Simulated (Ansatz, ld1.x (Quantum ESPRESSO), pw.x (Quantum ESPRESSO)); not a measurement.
## barium: one change to the TM potential, in the atom and in the sc crystal

```json
{
 "Element": "Ba (Z = 56)",
 "Generator": "ld1.x (Quantum ESPRESSO) 7.5",
 "Type": "norm-conserving Troullier–Martins (Kleinman–Bylander form)",
 "Functional": "LDA (PW92)",
 "Relativity": "scalar-relativistic",
 "Frozen core": "[Xe]",
 "Valence charge": "2",
 "Reference configuration": "5d0 6s2 6p0",
 "Partial waves": "6p (bound, empty): rc 4.20 bohr; 5d (bound, empty): rc 3.55 bohr; 6s (bound): rc 3.75 bohr",
 "Local potential": "the s channel",
 "Core correction": "Bessel-smoothed model core inside 3.20 bohr"
}
```

Change: core correction none.

Cutoffs, loose and tight: the cutoffs (Ry, on a coarse ladder) from which the occupation-weighted sum of valence levels, in a spherical-Bessel basis at the reference potential, stays within 10 and 1 mRy of its value at 400 Ry. They do not see the model core or the augmentation charge, which bear on the density cutoff. Test errors are all-electron minus pseudo excitation energies from the reference, over the configurations 5d0 6s1 6p0; 5d0 6s1.5 6p0; 5d0 6s1 6p1; 5d0.5 6s1.5 6p0; 5d1 6s1 6p0; 5d0 6s0 6p2; 5d1 6s0 6p0 (two spin-polarised tests are not counted in the largest error); variants that change the core or the reference have their own tests.

Crystal test: sc Ba in pw.x 7.5, no spin, 9³ k-points, Fermi–Dirac smearing 0.01 Ry, cutoffs set for each file from its atomic test. The reference is all-electron LAPW (Ansatz 0.2.0) with the same functional, mesh and smearing; V0 and B0 come from Birch–Murnaghan fits to the pressures at five volumes. Errors are pseudo minus all-electron; Δ is the rms difference of the E(V) curves that follow from these fits, minima aligned, over ±6 % about the mean V0. Mesh and smearing are coarse, so the numbers serve the comparison and aren't converged zero-temperature values; the lattice is a test structure that the element need not adopt.

All-electron: a0 = 3.711 Å (V0 = 51.10 Å³/atom), B0 = 8.5 GPa.

Question: Does the change bring the crystal closer to the all-electron result?

Answer: The mean pressure error goes from +0.24 to -2.51 GPa, so the change moves the solid further from the all-electron pressures.

```tsv
quantity	base	changed
outcome (atom)	generated	generated
cutoff, loose (atom)	6 Ry	6 Ry
cutoff, tight (atom)	6 Ry	6 Ry
bound ghosts (atom)	none	none
largest test error (meV) (atom)	-49	+273
cutoffs in pw.x (Ry)	50/200	35/140
a0 (Å)	3.753	–
a0 error (%)	+1.14	–
B0 error (%)	-15.6	–
Δ (meV/atom)	3.0	–
mean pressure error (GPa)	+0.24	-2.51
```

A dash: not determined, or the minimum lies outside the volumes sampled.

Base: The largest radius (4.20 bohr) exceeds half the bond length (3.50 bohr), so the spheres overlap, which is one possible source of error among others. This is a poor potential for the solid. Changed file: The largest radius (4.20 bohr) exceeds half the bond length (3.50 bohr), so the spheres overlap, which is one possible source of error among others. This is a poor potential for the solid. The pseudo pressure rises with volume over the whole range, a mechanical instability. The atomic cutoffs weigh occupied waves only.
